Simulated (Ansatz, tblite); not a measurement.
# The cluster Mg₂S₂+: a ladder of methods and basis sets

Aim: run the doublet of the cluster Mg₂S₂+ at one geometry on many levels, and compare frontier levels, spin and run time.

Program: Ansatz 0.2.0, Gaussian basis. Level of theory: as each input shows. These are calculated values, not measurements.

Plan: GFN1-xTB, GFN2-xTB, PBE-D4/def2-TZVP, r2SCAN-D4/def2-TZVP, ωB97M-V/def2-TZVP, r2SCAN0-D4/def2-TZVP, ωB97X-V/def2-TZVP, B2PLYP/def2-TZVP, B3LYP-D4/def2-TZVP, PBE-D4/def2-SVP, PBE0-D4/def2-SVP, CCSD(T)/def2-TZVPP, MP2/def2-TZVP, RPA/def2-TZVP.

**1. The geometry**

The geometry is that of the doublet, from an earlier relaxation (PBE0-D4/def2-TZVP). At that level it is the lowest of the isomers that a small search found.

4 atoms, charge 1, spin multiplicity 2.

Bond lengths: Mg1–S3 2.383 Å, Mg1–S4 2.383 Å, Mg2–S3 2.383 Å, Mg2–S4 2.383 Å. Angles: S3–Mg1–S4 55.7°, S3–Mg2–S4 55.7°, Mg1–S3–Mg2 108.3°, Mg1–S4–Mg2 108.3°.

The ion is computed in the gas phase, without counter-ions or solvent.

PBE0-D4/def2-TZVP was run before; its log isn't repeated, and its numbers join the tables.

**2. GFN1-xTB**

Tight binding, by tblite at 300 K electronic temperature and without a spin-polarisation term:

```python
tblite.interface.Calculator('GFN1-xTB', numbers, positions, charge=1, uhf=1).singlepoint()
```

Energy -227.7055 eV; 0.003 s.

**3. GFN2-xTB**

Tight binding, by tblite at 300 K electronic temperature and without a spin-polarisation term:

```python
tblite.interface.Calculator('GFN2-xTB', numbers, positions, charge=1, uhf=1).singlepoint()
```

Energy -194.7217 eV; 0.006 s.

**4. PBE-D4/def2-TZVP**

start.molden holds the orbitals of an earlier run on this state, given as this run's starting guess.

File in.yaml:

```yaml
crystal:
  periodic: [false, false, false]
  atoms:
    - {symbol: Mg, position_ang: [1.412380, -1.214164, -0.660959]}
    - {symbol: Mg, position_ang: [-1.224968, 1.548447, -0.087484]}
    - {symbol: S, position_ang: [0.681276, 0.473049, 0.854226]}
    - {symbol: S, position_ang: [-0.868678, -0.807332, -0.105794]}
basis:
  gaussian: {orbitals: def2-TZVP, initial_orbitals: start.molden}
total_charge: 1
magnetization: {spin_polarized: true, initial_magnetization: 1}
hamiltonian: {xc: pbe, dispersion: d4}
scf: {omitted_lower_state_checks: [starts]}
output: {orbitals: {seedname: orbitals}}
```

Started as:

```bash
$ ansatz run in.yaml --threads 4 --pin off --events-out ev --progress --plain --max-ram 3916MiB
```

Further steps of the session: r2SCAN-D4/def2-TZVP; ωB97M-V/def2-TZVP; r2SCAN0-D4/def2-TZVP; ωB97X-V/def2-TZVP; B2PLYP/def2-TZVP; B3LYP-D4/def2-TZVP; PBE-D4/def2-SVP; PBE0-D4/def2-SVP; CCSD(T)/def2-TZVPP; MP2/def2-TZVP; RPA/def2-TZVP.

Q: Predict the results of all the runs planned. Wanted: gap in def2-TZVP, named functionals, smallest and largest; correlation energy, CCSD(T)/def2-TZVPP; correlation energy, MP2/def2-TZVP; ⟨S²⟩ in def2-TZVP, named functionals, smallest and largest; PBE0 total energy, smallest basis above largest.

**Answer**, as computed:

| quantity | value |
| --- | --- |
| gap in def2-TZVP, named functionals, smallest and largest | 0.68 eV (PBE-D4), 3.95 eV (ωB97M-V) |
| correlation energy, CCSD(T)/def2-TZVPP | -21.03 eV |
| correlation energy, MP2/def2-TZVP | -19.09 eV |
| ⟨S²⟩ in def2-TZVP, named functionals, smallest and largest | 0.752, 0.759 |
| PBE0 total energy, smallest basis above largest | 11.53 eV (def2-SVP, def2-TZVP) |

**Reading.** Over the named functionals in def2-TZVP the gap runs from 0.68 eV (PBE-D4) to 3.95 eV (ωB97M-V); exact exchange widens it. Over the named functionals in def2-TZVP spin contamination reaches 0.01 (ωB97X-V), which is small. Notes on CCSD(T)/def2-TZVPP: large T1 diagnostic.
